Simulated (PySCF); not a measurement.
# Functional benchmark on one molecule

Molecule: SMILES C1C(N)CCC1, C$_{5}$H$_{11}$N.

Molfile (atoms numbered from 1):
```
C5H11N
     RDKit          3D

 17 17  0  0  0  0  0  0  0  0999 V2000
    2.1632    0.0598    0.7094 N   0  0  0  0  0  0  0  0  0  0  0  0
    0.7297    0.1933    0.5850 C   0  0  0  0  0  0  0  0  0  0  0  0
    0.0172   -1.1504    0.4446 C   0  0  0  0  0  0  0  0  0  0  0  0
   -1.4097   -0.7909    0.0186 C   0  0  0  0  0  0  0  0  0  0  0  0
   -1.3081    0.5940   -0.6737 C   0  0  0  0  0  0  0  0  0  0  0  0
    0.1758    0.9720   -0.6170 C   0  0  0  0  0  0  0  0  0  0  0  0
    2.5445   -0.3551   -0.1409 H   0  0  0  0  0  0  0  0  0  0  0  0
    2.5994    0.9756    0.7972 H   0  0  0  0  0  0  0  0  0  0  0  0
    0.3611    0.6796    1.5085 H   0  0  0  0  0  0  0  0  0  0  0  0
    0.0705   -1.7537    1.3625 H   0  0  0  0  0  0  0  0  0  0  0  0
    0.5258   -1.7275   -0.3491 H   0  0  0  0  0  0  0  0  0  0  0  0
   -2.0671   -0.7293    0.8998 H   0  0  0  0  0  0  0  0  0  0  0  0
   -1.8482   -1.5558   -0.6393 H   0  0  0  0  0  0  0  0  0  0  0  0
   -1.9158    1.3371   -0.1343 H   0  0  0  0  0  0  0  0  0  0  0  0
   -1.6898    0.5759   -1.7054 H   0  0  0  0  0  0  0  0  0  0  0  0
    0.7028    0.6191   -1.5220 H   0  0  0  0  0  0  0  0  0  0  0  0
    0.3496    2.0575   -0.5451 H   0  0  0  0  0  0  0  0  0  0  0  0
  1  2  1  0
  2  3  1  0
  3  4  1  0
  4  5  1  0
  5  6  1  0
  6  2  1  0
  1  7  1  0
  1  8  1  0
  2  9  1  0
  3 10  1  0
  3 11  1  0
  4 12  1  0
  4 13  1  0
  5 14  1  0
  5 15  1  0
  6 16  1  0
  6 17  1  0
M  END
```

Geometry PBE0-D3(BJ)/def2-SVP throughout; GIAO in PySCF 2.14.0 with density-fitted response routines, gas phase, one conformer, non-relativistic; equivalent atoms averaged; basis pcSseg-1.

Reference values (measured; solution, not stated per compound (mostly CDCl3 or CCl4); Pretsch, Buehlmann, Badertscher, Structure Determination of Organic Compounds, 4th ed. (2009)): δ(C2) = 53.4 ppm, δ(C3/C6) = 36.4 ppm, δ(C4/C5) = 24.0 ppm. Computed shifts are taken against TMS, calculated as an isolated molecule at each level.

How do the functionals HF, LDA, PBE, BLYP, BP86, OPBE, KT2, KT3, B97-D, B3LYP, PBE0, mPW1PW91, WP04, B97-2, BHandHLYP, CAM-B3LYP, wB97X-D, LC-wPBE perform against the reference? Times are CPU seconds on shared hosts with different chips, so compare them loosely.

Results:


```csv
functional,kind,C2,C3/C6,C4/C5,mean abs. error C,core-s
HF,Hartree–Fock,49.9,35.5,20.3,2.7,7.9
LDA,LDA,62.8,43.0,24.0,5.3,22
PBE,GGA,61.4,42.0,25.1,4.9,26
BLYP,GGA,63.2,43.4,26.2,6.3,25
BP86,GGA,61.4,41.9,25.2,4.9,26
OPBE,GGA,57.3,39.1,24.7,2.4,28
KT2,GGA,60.6,40.7,24.9,4.1,21
KT3,GGA,59.5,40.2,25.6,3.8,20
B97-D,GGA,60.4,41.4,25.7,4.6,21
B3LYP,global hybrid,60.2,41.5,24.8,4.2,12
PBE0,global hybrid,57.8,39.9,23.6,2.8,16
mPW1PW91,global hybrid,57.7,39.8,23.8,2.6,12
WP04,global hybrid,60.2,40.5,26.6,4.5,20
B97-2,global hybrid,57.5,39.6,24.1,2.5,22
BHandHLYP,global hybrid,56.3,39.3,23.0,2.3,23
CAM-B3LYP,range-separated hybrid,58.4,40.5,23.4,3.2,24
wB97X-D,range-separated hybrid,57.1,39.5,23.3,2.5,22
LC-wPBE,range-separated hybrid,54.4,37.7,21.7,1.5,30
```

For $^{13}$C the closest is LC-wPBE (1.5 ppm) and the furthest BLYP (6.3 ppm). One molecule is a small sample, and vibrational and solvent effects are absent from the calculation.
